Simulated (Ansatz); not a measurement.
**Cl–Al–GaH, triplet: vertical spin and charge gaps**

Geometry (PBE0/def2-TZVP stationary point for this spin, not checked as a minimum):

```xyz
4

Cl    0.0000   -0.2241    2.6351
Al    0.0000    0.5840    0.6943
Ga    0.0000   -0.1160   -1.5641
H     0.0000    0.2730   -3.0821
```

Basis cc-pVDZ; Ansatz 0.2.0. Correlated methods freeze the noble-gas cores and the filled d shells of p-block atoms. Prefix R: restricted or restricted open-shell reference; prefix U: unrestricted. No spin–orbit coupling is included, and no scalar relativity.

Gaps are energies of the second state less the first, at fixed atoms, for a selection of the levels run; each method lands on the state that its own search finds for that charge and spin.

Removing an electron, to the quartet: 10.270 eV at UCCSDT(Q).

```
   level  gap (eV)  error (meV)
     UHF     9.732         -538
    UMP2    10.263           -7
   UCCSD    10.289           19
UCCSD(T)    10.279            9
 BCCD(T)    10.287           17
  UCCSDT    10.272            2
     PBE    10.234          -36
  r2SCAN    10.354           84
    PBE0    10.459          189
   B3LYP    10.471          201
 wB97M-V    10.628          358
  B2PLYP    10.414          144
 RPA-PBE    10.294           24
```

PBE gives 6.867 eV for removing an electron, to the doublet. Estimate what UCCSDT(Q) gives in cc-pVDZ.

UCCSDT(Q) in cc-pVDZ gives 6.672 eV, so against it PBE is off by 0.195 eV, of which a good part can be the reference's own basis and frozen-core error.

| level | gap (eV) | error (meV) |
| --- | --- | --- |
| UHF | 6.305 | -367 |
| UMP2 | 6.606 | -66 |
| UCCSD | 6.641 | -31 |
| UCCSD(T) | 6.662 | -10 |
| BCCD(T) | 6.660 | -12 |
| UCCSDT | 6.670 | -2 |
| r2SCAN | 7.020 | 348 |
| PBE0 | 6.902 | 230 |
| B3LYP | 6.802 | 130 |
| wB97M-V | 6.664 | -8 |
| B2PLYP | 6.671 | -1 |
| RPA-PBE | 6.803 | 131 |

Quintet less triplet: 4.451 eV at UCCSDT(Q).

| level | gap (eV) | error (meV) |
| --- | --- | --- |
| UHF | 4.019 | -432 |
| UMP2 | 4.432 | -19 |
| UCCSD | 4.453 | 2 |
| UCCSD(T) | 4.456 | 5 |
| BCCD(T) | 4.469 | 18 |
| UCCSDT | 4.451 | 0 |
| PBE | 4.354 | -97 |
| r2SCAN | 4.321 | -130 |
| PBE0 | 4.461 | 10 |
| B3LYP | 4.628 | 177 |
| wB97M-V | 4.739 | 288 |
| B2PLYP | 4.652 | 201 |
| RPA-PBE | 4.489 | 38 |

In so small a basis the reference is far from its limit while semilocal and hybrid functionals are nearer theirs (RPA and double hybrids share part of the reference's basis error), so the functionals' errors here hold much of the reference's basis and frozen-core error, which can add to them or hide them.

Full CI isn't at hand for all of this; UCCSDT(Q) serves as the reference, and is uncertain by the last step of the cluster series or more. The frozen core follows each run's orbitals, which can shift R against U totals by a few meV for light atoms and by up to 0.1 eV past Ca.
